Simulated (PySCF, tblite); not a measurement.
Isomers of C4H7O2 (doublet state), one GFN2-xTB conformer each. Single-point energies are computed at B3LYP/pcH-1 (PySCF, gas phase, no added dispersion term), electronic only. GFN2-xTB treats the open shell by occupation alone, and not every SCF solution was tested for stability.

```tsv
SMILES	GFN2-xTB relative energy (kJ/mol)
[CH]1CCOCO1	42.3
[CH2]CC(=O)OC	57.1
C[CH]C(=O)OC	0.0
```

Conformers: `[CH:1]1[CH2:2][CH2:3][O:4][CH2:5][O:6]1` (doublet state) with O6–C1–C2–C3 -36°, C1–C2–C3–O4 48°, C2–C3–O4–C5 -61°, C3–O4–C5–O6 60°; `[CH2:1][CH2:2][C:3](=[O:4])[O:5][CH3:6]` (doublet state) with H–C1–C2–C3 -81° and 84°, C1–C2–C3–O4 -89°, C2–C3–O5–C6 -175°; `[CH3:1][CH:2][C:3](=[O:4])[O:5][CH3:6]` (doublet state) with C1–C2–C3–O4 0°, C2–C3–O5–C6 180°.

Question: What does B3LYP/pcH-1 give for the same structures?

Answer: 
```csv
SMILES,B3LYP/pcH-1 E (Eh),B3LYP/pcH-1 (kJ/mol),GFN2-xTB (kJ/mol),point group
C[CH]C(=O)OC,-307.07470,0.0,0.0,Cs
[CH2]CC(=O)OC,-307.05386,54.7,57.1,C1
[CH]1CCOCO1,-307.02810,122.3,42.3,C1
```

Both levels put the same isomer lowest; measured from each level's own lowest isomer, the values differ by up to 80.0 kJ/mol ([CH]1CCOCO1: 42.3 against 122.3). 

Question: What happens when harmonic zero-point energies from GFN2-xTB frequencies are added?

Answer: 
```
       SMILES  ZPE (kJ/mol)  electronic (kJ/mol)  with ZPE (kJ/mol)
 C[CH]C(=O)OC         265.6                  0.0                0.0
[CH2]CC(=O)OC         264.1                 54.7               53.2
  [CH]1CCOCO1         274.6                122.3              131.4
```

The zero-point energies span 10.5 kJ/mol. The order is unchanged.
